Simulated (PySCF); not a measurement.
F2, SMILES FF. Atoms are numbered in the order given.

```xyz
2

F      0.0000     0.0000    -0.6981
F      0.0000     0.0000     0.6981
```

The structure is a stationary point at B3LYP-D3(BJ)/def2-TZVPD.

The numbers are results of PBE/def2-TZVPD run with PySCF, not measurements.

Gas-phase values at a fixed geometry.

The total energy is -199.42458 hartree. The point group is D∞h and the highest occupied level is -9.39 eV. The lowest empty level is -5.55 eV and the orbital gap comes out as 3.84 eV. The dipole moment is 0.00 D. The quadrupole, principal values (traceless, Buckingham form, about the centre of nuclear charge) is -0.45, -0.45, 0.89 D·Å. The mean static polarisability is 8.7 bohr³ (1.29 Å³). The polarisability, principal values is 6.9, 6.9, 12.4 bohr³.
